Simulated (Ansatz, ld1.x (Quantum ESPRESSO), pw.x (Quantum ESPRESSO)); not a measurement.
# bismuth (Bi): does the RRKJ potential hold in the solid?

| Quantity | Value |
| --- | --- |
| Element | bismuth (Bi) |
| Generator | ld1.x (Quantum ESPRESSO) 7.5 |
| Type | norm-conserving RRKJ (Kleinman–Bylander form) |
| Functional | PBEsol |
| Relativity | scalar-relativistic |
| Frozen core | [Xe] 4f14 5d10 |
| Valence charge | 5 |
| Reference configuration | 6s1.75 6p3.25 |
| Partial waves | 6p (bound): rc 1.90 bohr; 6s (bound): rc 1.95 bohr |
| Local potential | the s channel |
| Core correction | a·sin(br)/r model core inside 0.85 bohr |

Atomic tests: cutoffs needed: 30 Ry and 50 Ry (the cutoffs (Ry, on a coarse ladder) from which the occupation-weighted sum of valence levels, in a spherical-Bessel basis at the reference potential, stays within 10 and 1 mRy of its value at 400 Ry); ghost test: no extra level below or beside the all-electron valence levels (p, s, d, f tested) (spherical-Bessel basis up to 400 Ry, 20 bohr box); largest excitation error: -845 meV (all-electron minus pseudo) for 6s1 6p0, out of 7 test configurations.

Crystal test: bcc Bi in pw.x 7.5, no spin, 12³ k-points, Fermi–Dirac smearing 0.01 Ry, cutoffs 60/240 Ry. The reference is all-electron LAPW (Ansatz 0.2.0) with the same functional, mesh and smearing; V0 and B0 come from Birch–Murnaghan fits to the pressures at five volumes. Errors are pseudo minus all-electron; Δ is the rms difference of the E(V) curves that follow from these fits, minima aligned, over ±6 % about the mean V0. Mesh and smearing are coarse, so the numbers serve the comparison and aren't converged zero-temperature values; the lattice is a test structure that the element need not adopt.

```tsv
V (Å³/atom)	P all-electron (GPa)	P pseudo (GPa)
28.533	3.25	-15.22
29.284	1.41	-15.41
30.035	-0.18	-15.50
30.786	-1.55	-15.55
31.537	-2.73	-15.54
```

All-electron: a0 = 3.913 Å (V0 = 29.95 Å³/atom), B0 = 59.8 GPa.

Pseudopotential: mean pressure error (GPa): -15.49. The pressure does not cross zero within the volumes sampled, so no fit is given. This is a poor potential for the solid. The pseudo pressure rises with volume over part of the range, a mechanical instability.

Problem. At the middle volume, how do free energy and pressure move when the wave cutoff is lowered (ecutrho kept at four times it)?

Solution.

```tsv
cutoff (Ry)	shift of F (meV/atom)	shift of P (GPa)
27	+134.7	-5.32
36	+10.0	+0.47
48	+5.8	-0.73
```

The run at the middle volume (72 k-points, 7 iterations) took about 6.9 s on one core of a shared host (Neoverse-V2, 96 threads, 742 GiB, load 32).
